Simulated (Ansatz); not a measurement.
**BN, triplet: vertical spin and charge gaps**

Geometry (PBE0/def2-TZVP stationary point for this spin):

```yaml
atoms:
  - { symbol: B, position_ang: [0.0000, 0.0000, 0.0000] }
  - { symbol: N, position_ang: [0.0000, 0.0000, 1.3155] }
```

Basis cc-pVTZ; Ansatz 0.2.0. Correlated methods freeze the noble-gas cores. R marks a restricted (for open shells ROHF) determinant, U an unrestricted one. Active spaces: valence = (8e, 8o) chosen from the atoms' valence shells.

Gaps are energies of the second state less the first, at fixed atoms, for a selection of the levels run; each method lands on the state that its own search finds for that charge and spin.

For open shells CISD is restricted-active-space CI with the open shells as a complete middle space.

Quintet less triplet: 4.863 eV at UCCSDT(Q).

```csv
level,gap (eV),error (meV)
RHF,3.049,-1814
UMP2,4.727,-136
CISD,4.432,-431
RCCSD,4.631,-232
BCCD(T),4.823,-40
NEVPT2 (valence space),4.853,-10
MRCISD (valence space),4.847,-16
PBE,4.978,115
r2SCAN,4.717,-146
PBE-QIDH,4.551,-312
```

Removing an electron, to the quartet: 11.578 eV at UCCSDT(Q).

```tsv
level	gap (eV)	error (meV)
UHF	9.656	-1922
RMP2	11.526	-52
RCCSD	11.383	-195
UCCSD	11.380	-198
RCCSD(T)	11.552	-26
RCCSDT	11.557	-21
RCCSDT(Q)	11.573	-5
NEVPT2 (valence space)	11.354	-224
PBE0	11.520	-58
B3LYP	11.694	116
```

Full CI isn't at hand for all of this; UCCSDT(Q) serves as the reference, and is uncertain by the last step of the cluster series or more. The frozen core follows each run's orbitals, which can shift R against U totals by a few meV.
